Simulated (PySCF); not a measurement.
What each rung costs, and what it gives

Saddle point of SiH4ClF, singlet (SiH₃Cl ([SiH3][Cl]) + HF → SiH₃F ([F][SiH3]) + HCl; bonds formed: Si1–F7, Cl2–H6; bonds broken: Si1–Cl2, H6–F7), PBE0-D4/def2-TZVP structure:

Si1  (-0.518, 0.296, -0.099)
Cl2  (1.586, -0.400, -1.070)
H3  (-0.389, 1.480, -0.978)
H4  (-1.232, 0.828, 1.091)
H5  (-1.276, -0.825, -0.682)
H6  (1.288, -0.774, 0.503)
F7  (0.540, -0.605, 1.235)
(Å)

Barriers are electronic and count from the start structure reached by relaxing down the imaginary mode.

Computed with PySCF 2.14 with density fitting (its default auxiliary sets; JK sets also for MP2 and CCSD(T)) (basis: as named in each row); correlated methods freeze the cores. B3LYP uses VWN-RPA correlation. Extrapolation: Hartree–Fock as exp(−7.88 √X), correlation as X^−2.97.

Times are rough, for one single point on 4 threads of a shared host (Arm Neoverse V2).

The estimate by CCSD(T) at an estimated basis limit (MP2 extrapolated from triple and quadruple zeta, plus CCSD(T) − MP2 in triple zeta) is 31.16 kcal/mol.

```tsv
method	basis	time (s)	barrier (kcal/mol)	method less estimate
HF	STO-3G	under 1	33.26	2.11
B3LYP-D4	6-31G	2	23.00	-8.16
PBE0-D4	def2-SVP	3	24.44	-6.72
PBE-D4	def2-SVP	3	19.29	-11.87
MP2	def2-QZVPP	3	30.38	-0.78
SPW92	def2-TZVPP	5	17.12	-14.04
CCSD(T)	def2-SVP	5	32.63	1.47
BHLYP-D4	def2-TZVPP	7	33.00	1.84
PBE0-D4	def2-TZVPP	7	27.88	-3.28
B3LYP-D4	def2-TZVPP	7	29.16	-2.00
PBE-D4	def2-TZVPP	7	24.07	-7.09
r2SCAN-D4	def2-TZVPP	16	25.99	-5.16
wB97M-V	def2-TZVPP	93	28.22	-2.94
CCSD(T)	def2-TZVPP	170	31.65	0.49
```

All methods are single points on the PBE0-D4 structures.

The T1 diagnostic stays at or below 0.012.

Labels in which every atom is bracketed show which atoms are joined, not bond orders.
